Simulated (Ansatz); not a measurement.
Input file:

```yaml
crystal:
  periodic: [false, false, false]
  atoms:
    - {symbol: Mg, position_ang: [0.000000, 0.000000, 0.000000]}
    - {symbol: Mg, position_ang: [0.000000, 0.000000, 4.254000]}
basis:
  gaussian: {orbitals: aug-cc-pVDZ}
total_charge: -1
magnetization: {spin_polarized: true, initial_magnetization: 3}
hamiltonian: {xc: {name: r2SCAN}}
output: {forces: true}
```

```sh
$ ansatz run in.yaml --threads 1 --pin off --events-out ev --progress --plain --max-ram 2393MiB
```

Output:

```
642 factors; their error is unknown
mean field evaluation 1: about -10884.8633 eV, gradient 3.5e0 eV
mean field evaluation 2: about -10884.9779 eV, gradient 2.0e0 eV
mean field evaluation 4: about -10885.0831 eV, gradient 1.2e-1 eV
mean field evaluation 8: about -10885.0416 eV, gradient 1.8e-1 eV
mean field evaluation 16: about -10885.0425 eV, gradient 7.5e-5 eV
mean field evaluation 32: about -10885.0837 eV, gradient 3.7e-3 eV
mean field evaluation 64: about -10884.5316 eV, gradient 4.2e-4 eV
mean field evaluation 96: about -10884.6127 eV, gradient 2.3e-1 eV
mean field evaluation 128: about -10883.7731 eV, gradient 4.1e0 eV
mean field evaluation 160: about -10884.9842 eV, gradient 1.1e0 eV
mean field evaluation 192: about -10884.7176 eV, gradient 9.0e-1 eV
mean field -10885.10436034 eV, -400.0202070536 hartree, gradient 5.7e-6 eV, S^2 3.767562; 17 other end points of the search recorded, 0 dependent functions left out
the calculation of the forces begins
reference -10885.10453818 eV, -400.0202135892 hartree; 14, 11 occupied and 40, 43 virtual orbitals, 642 factors
Total energy: -10885.10453818 eV, -400.0202135892 hartree
Atom 0 at     0.000000     0.000000     0.000000 Å, force    -0.000000     0.000000     0.442141 eV/Å
Atom 1 at     0.000000     0.000000     4.254000 Å, force     0.000000     0.000000    -0.442141 eV/Å
Dipole moment:     0.000000    -0.000000     0.455451 e Å
```

Forces (eV/Å):
```
Mg   0.000  0.000  0.442
Mg   0.000  0.000 -0.442
```

Ran on 1 thread of Arm Neoverse V1, shared host: 65 s wall, 0.17 GiB peak host memory.
